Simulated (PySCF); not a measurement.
LiO⁻ at ωB97X

Level: ωB97X. basis Li aug-cc-pVDZ-DK, O aug-cc-pVDZ-DK; spin-free X2C with a Gaussian nucleus; PySCF 2.14.

* state: ³Π (triplet), unpaired electrons σ ↑, π ↑
* bond length: 1.781 Å
* harmonic wavenumber: 672 cm⁻¹
* force constant: 1.30 mdyn/Å
* rotational constant Be: 1.089 cm⁻¹
* anharmonicity ωexe: 8.31 cm⁻¹
* vibration–rotation constant αe: 0.0200 cm⁻¹
* well depth De to Li + O⁻: 244 kJ/mol
* dissociation energy D0: 240 kJ/mol
* bond order (Mayer): 0.55
* dipole moment (positive dipole points towards O; it is taken about the centre of mass and depends on that origin): 7.91 D

For an ion De counts to the pair picked by the measured ionisation energies or electron affinities, which need not be the lowest pair at this level. The state is the lowest determinant that a PBE0 search found; another state may lie lower at other levels.
